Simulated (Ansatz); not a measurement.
**Worked example: correlation energy of PH3⁺, doublet**

Geometry: a point of a stretch scan, not a stationary point.

```yaml
atoms:
  - { symbol: P, position_ang: [-0.0043, -0.0001, -0.0342] }
  - { symbol: H, position_ang: [1.4984, 0.0161, 0.3805] }
  - { symbol: H, position_ang: [-0.6948, 1.1667, 0.3330] }
  - { symbol: H, position_ang: [-0.6705, -1.1800, 0.3362] }
```

Basis 6-31G; Ansatz 0.2.0. Correlated methods freeze the noble-gas cores, which leaves 7 electrons in 14 orbitals. Prefix R: restricted or restricted open-shell reference; prefix U: unrestricted.

Full CI is exact within this basis and frozen core; it isn't the basis-set limit. The frozen core follows each run's orbitals, which can shift R against U totals by a few meV.

UCCSD has a T1 diagnostic of 0.007 and a largest doubles amplitude of 0.09.

Runs differ by some tens of microhartree through their thresholds and, for an open shell, their frozen cores, so the step to full CI, which has another core, is uncertain by up to 0.1 kcal/mol.

```tsv
level	total energy (hartree)
UHF	-342.072570
UMP2	-342.126214
UCCSD	-342.147492
UCCSD(T)	-342.148228
UCCSDT	-342.148512
UCCSDT(Q)	-342.148544
UCCSDTQ	-342.148552
full CI	-342.148549
```

What is the correlation energy at full CI, and what share of it do UMP2 and UCCSD(T) recover?

E(corr) = -342.148549 − (-342.072570) = -0.075979 hartree = -2.067 eV. UMP2: -0.053644 / -0.075979 = 70.60 %. UCCSD(T): -0.075658 / -0.075979 = 99.58 %.

By how many kcal/mol does UCCSD(T) miss full CI (1 hartree = 627.509 kcal/mol), and which steps make up the rest?

-342.148228 − (-342.148549) = 0.000321 hartree = 0.20 kcal/mol. Steps: UCCSDT − UCCSD(T) = -0.18, UCCSDT(Q) − UCCSDT = -0.02, UCCSDTQ − UCCSDT(Q) = -0.01, full CI − UCCSDTQ = 0.00 kcal/mol. That is within 1 kcal/mol of the reference in this basis, which itself misses far more of the correlation at the basis-set limit.
